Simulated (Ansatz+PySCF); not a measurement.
singlet P₂ in separate pieces: levels of theory in one basis

```xyz
2

P     0.0000    0.0000   -2.8365
P     0.0000    0.0000    2.8365
```

Basis set: cc-pVDZ (spherical functions). Left uncorrelated: 10 orbitals. Charge 0, multiplicity 1.

Computed with Ansatz (development build ahead of 0.2.0); each method stands on the lowest determinant of its kind that the runs found. NEVPT2 correlates all electrons. Active spaces start from the frontier orbitals, and the lowest solution found is given.

| method | E − E(RHF) (eV) | <S²> of the determinant |
| --- | --- | --- |
| RHF | 0.00 | 0.00 |
| UHF | -9.21 | 3.00 |
| RHF-MP2 | -7.56 | – |
| UHF-MP2 | -12.67 | 3.00 |
| RHF-CCSD(T) | -10.22 | – |
| UHF-CCSD(T) | -13.69 | 3.00 |
| RHF-CCSDT(Q) | -10.22 | – |
| UHF-CCSDT(Q) | -13.71 | 3.00 |
| CASSCF(10,8) | -9.21 | – |
| CASSCF(2,2) | -4.12 | – |
| SC-NEVPT2(2,2) | -8.39 | – |

What does SC-NEVPT2(10,8) give on the same scale?

-13.04 eV. NEVPT2 here correlates all electrons, so it doesn't share the others' frozen core.

Is a single determinant a sound starting point here?

It is doubtful. Unrestricted orbitals lower Hartree–Fock by 9.21 eV and <S²> is 3.00 where a pure state has 0.00, a sign of strong static correlation. The CASSCF(10,8) natural occupations are 2.00, 2.00, 1.02, 1.00, 1.00, 1.00, 1.00, 0.98. The CASSCF(2,2) natural occupations are 1.00, 1.00.

Caution for RHF, RHF-MP2, RHF-CCSD(T), RHF-CCSDT(Q): an unrestricted determinant lies well below. Caution for RHF, UHF, RHF-MP2, UHF-MP2, RHF-CCSD(T), UHF-CCSD(T), RHF-CCSDT(Q), UHF-CCSDT(Q): the determinant breaks the point group. Caution for UHF, UHF-MP2, UHF-CCSD(T), UHF-CCSDT(Q): the unrestricted determinant is a mixture of spin states. Caution for RHF-MP2, RHF-CCSDT(Q): large amplitudes, a single reference is doubtful. Caution for RHF-MP2, UHF-MP2: another reference gives a lower total. Caution for UHF-MP2, UHF-CCSD(T), UHF-CCSDT(Q): bonds are stretched, where a single reference can fail. Caution for RHF-CCSD(T): very large amplitudes, the method is breaking down. Caution for RHF-CCSD(T), UHF-CCSD(T): the program doubts this total. Caution for RHF-CCSDT(Q): the amplitudes may be one of several solutions. Caution for CASSCF(2,2), SC-NEVPT2(2,2): other starts end on other solutions of this active space.
